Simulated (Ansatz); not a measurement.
**NOF: how energies converge with the basis set**

The task here is to estimate one member of a computed series from the others.

Computed with Ansatz 0.2.0, Gaussian basis. Level: one geometry, several basis sets.

The runs, in order: PBE0-D4/def2-SVP; ωB97M-V/def2-SVP; PBE0-D4/def2-QZVPP; ωB97M-V/def2-QZVPP; CCSD(T)/cc-pV(D+d)Z; CCSD(T)/cc-pV(T+d)Z; CCSD(T)/cc-pV(Q+d)Z; the functionals' def2-TZVPP values are taken from earlier runs.

## Structure used throughout

An earlier PBE0-D4 in a triple-zeta def2 set relaxation fixed the geometry.

SMILES `O=NF`, 3 atoms, charge 0, spin multiplicity 1.

Atoms are counted from 1 here; the program's logs count them from 0.

Bond lengths: O1–N2 1.127 Å, N2–F3 1.483 Å. Angles: O1–N2–F3 110.4°.

The first run:

in.yaml

```yaml
crystal:
  periodic: [false, false, false]
  atoms:
    - {symbol: O, position_ang: [0.868348, 0.242983, 0.504737]}
    - {symbol: N, position_ang: [0.148935, -0.482541, 0.029911]}
    - {symbol: F, position_ang: [-1.017293, 0.239567, -0.534657]}
basis:
  gaussian: {orbitals: def2-SVP}
hamiltonian: {xc: pbe0, dispersion: d4}
output: {orbitals: {seedname: orbitals}}
```

The run is started by

```
> ansatz run in.yaml --threads 2 --pin off --events-out ev --progress --plain --max-ram 32768MiB --backend cpu
```

Steps of the session up to this table: PBE0-D4 in def2-SVP; ωB97M-V in def2-SVP; PBE0-D4 in def2-QZVPP; ωB97M-V in def2-QZVPP.

One table of the session follows, with a row left open; its other results are not shown here.

It belongs to the step «Functionals by basis». 

```
functional       basis  HOMO (eV)  LUMO (eV)
   PBE0-D4    def2-SVP      -9.51      -3.11
   PBE0-D4  def2-TZVPP      -9.77      -3.25
   PBE0-D4  def2-QZVPP          ?          ?
   ωB97M-V    def2-SVP     -11.86      -0.44
   ωB97M-V  def2-TZVPP     -12.17      -0.65
   ωB97M-V  def2-QZVPP     -12.22      -0.71
```

Q: Estimate the row for PBE0-D4, def2-QZVPP from the others.

As computed: HOMO (eV): -9.82; LUMO (eV): -3.29. In the column «HOMO (eV)» it lies between ωB97M-V, def2-SVP (-11.86) and PBE0-D4, def2-TZVPP (-9.77).
